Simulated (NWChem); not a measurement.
# Correlation energy of F (+1)

```
F
```
Charge +1, spin multiplicity 3.

Everything below was run with NWChem.

Basis set: cc-pVTZ. Each correlation energy counts from its own Hartree-Fock reference.

| method | correlation energy (mHa) |
|---|---|
| URI-MP2 | -143.2 |
| UMP2 | -143.2 |
| SCS-UMP2 | -141.5 |
| CCSD on UHF | -158.5 |
| CCSD[T] on UHF | -160.6 |
| CCSD(T) on UHF | -160.5 |
| CCSD on ROHF | -164.9 |
| CCSD[T] on ROHF | -167.1 |
| CCSD(T) on ROHF | -167.1 |
| CCSDT on ROHF | -167.2 |

The values span 25.7 mHa, from CCSDT on ROHF (lowest) to SCS-UMP2 (highest). 

The correlated methods keep 1 core orbital frozen. The stability of the SCF solutions was not checked. Open-shell Hartree-Fock references start from PBE0 orbitals. Coupled-cluster values serve here as a point of comparison, not as the truth.
